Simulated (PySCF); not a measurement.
Vibration and rotation of AlF

RHF-CCSD(T) constants of AlF, ¹Σ⁺ (singlet), closed shell (basis Al def2-TZVPPD, F def2-TZVPPD; no relativity; PySCF 2.14; masses 26.9815 and 18.9984 u):

```
ωe              : 784.7 cm⁻¹
ωexe            : 4.62 cm⁻¹
Be              : 0.54264 cm⁻¹
αe              : 0.00487 cm⁻¹
D (centrifugal) : 1.04e-06 cm⁻¹
De to Al + F    : 6.85 eV
```

Task: Estimate the standard entropy (1 bar) and heat capacity of the ideal gas at 298.15 K, rigid rotor with B0 and harmonic oscillator at the fundamental.

Result: Translation (Sackur–Tetrode, M = 45.98 u): 156.6 J/(mol K). Rotation: q = kT/(σB0) = 384 with σ = 1, 57.8. Vibration: x = hcν0/kT = 3.74, 0.95. S° = 215.3 J/(mol K); Cp = 7R/2 + 2.90 = 32.0 J/(mol K).

Correlated steps freeze 6 core orbitals. Where the molecule has an RHF reference, its open-shell atoms are computed with UHF.
